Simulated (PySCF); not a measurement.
Gas-phase reaction: Al2H6 ⇌ 2 Al + 3 H2

Computed with PySCF and rigid-rotor harmonic-oscillator thermochemistry at 1 bar. † marks an energy on the PBE0/def2-TZVP geometry and frequencies; other levels use their own. CCSD(T) freezes the core. 6-31G* has spherical d functions here. Open shells (unrestricted): Al (multiplicity 2, electronic degeneracy 6); the rest are closed-shell singlets. Spin-orbit splitting is ignored; it lowers the true energy and changes the entropy of Al. B3LYP is the form with VWN-RPA correlation. Al2H6: computed as isolated molecules; such fragments, hydroxides, amides, oligomers or adducts are transient or little studied in the gas. CCSD(T) isn't extrapolated to the basis-set limit; its ΔH°(298 K) is 545.8 kJ in def2-SVP and 541.8 kJ in def2-TZVPP. The harmonic model lacks anharmonicity and excited electronic states, which grow with temperature; levels with a mode under 35 cm⁻¹ are left out.

ΔH° and ΔS° at 298 K: B3LYP/6-31G* 509 kJ, 445 J/K; CCSD(T)/def2-TZVPP† 542 kJ, 445 J/K; HF/def2-TZVP† 465 kJ, 445 J/K.

### Question
With the heat capacities included, give log10 K (1 bar) at 500, 1200, 1400, 1800, 2000 K from B3LYP/6-31G*, CCSD(T)/def2-TZVPP†, HF/def2-TZVP†.

### Answer
| T (K) | B3LYP/6-31G* | CCSD(T)/def2-TZVPP† | HF/def2-TZVP† |
|---|---|---|---|
| 500 | -29.7 | -33.1 | -25.1 |
| 1200 | 1.7 | 0.2 | 3.6 |
| 1400 | 4.8 | 3.6 | 6.4 |
| 1800 | 8.9 | 7.9 | 10.2 |
| 2000 | 10.3 | 9.4 | 11.4 |
